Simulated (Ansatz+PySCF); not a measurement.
A calculation with PySCF 2.14.0.

```python
from pyscf import gto, scf, cc

mol = gto.M(atom="""
C 0.000000 0.000000 0.000000
C 0.816870 0.000000 1.234150
C -0.816870 0.000000 1.234150
""", basis='6-31g', charge=1, spin=1)
mf = scf.UHF(mol)
mf.kernel()
mycc = cc.CCSD(mf, frozen=3).run()
et = mycc.ccsd_t()
print(mf.e_tot, mycc.e_corr, et, mycc.e_tot + et)
```

The script is written out from the run's settings.

Output:

| Property | Result |
| --- | --- |
| Converged | yes |
| Reference energy | -112.78896 hartree |
| CCSD correlation energy | -0.31148 hartree |
| Triples correction | -0.03207 hartree |
| Total energy | -113.13251 hartree |
| Spin squared of the determinant | 0.778 |

The reference isn't the lowest determinant (another lies 1.92 eV lower), but the same method gives a higher total on the lower determinant. Caution: large share of triples, a single reference is doubtful.
